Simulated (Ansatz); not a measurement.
A made-up structure of Al2H3O, doublet:

O1  (-1.185, -0.924, -0.827)
Al2  (-0.192, 0.393, -0.394)
Al3  (1.784, -0.235, 1.125)
H4  (-1.881, -0.859, -1.480)
H5  (3.160, -0.880, 1.086)
H6  (1.870, -0.161, 2.725)
(Å)

It is relaxed with PBE-D4/def2-SVP and then PBE0-D4/def2-TZVP (Ansatz 0.2.0). Atoms count as bonded within 1.22 times the sum of their covalent radii (H–H: 0.88 Å). The end point is not checked to be a true minimum.

Problem. Does its bonding change? (A judgement: the text doesn't fix the answer.)

Solution. Computed: No: no bond forms or breaks.

Where it ends: The first stage lowers the energy by 0.56 eV in 12 steps. It ends as Al₂H₃O ([OH][Al][AlH2]):
```
6
angstrom
O -1.3283 -0.9120 -0.9326
Al -0.0199 -0.0613 -0.2730
Al 1.8640 -0.5091 1.3981
H -1.9647 -0.5982 -1.5724
H 3.3126 -0.7338 0.7764
H 1.6911 0.1491 2.8376
```

Labels in which every atom is bracketed show which atoms are joined, not bond orders.

For scale, one of the runs: PBE0-D4/def2-TZVP relaxation, 123 basis functions, launched by `ansatz run in.yaml --threads 2 --pin off --events-out ev --progress --plain --max-ram 4352MiB`. Hardware: 2 CPU threads of an Intel Xeon Platinum 8259CL, shared host. Wall time about 23 s.
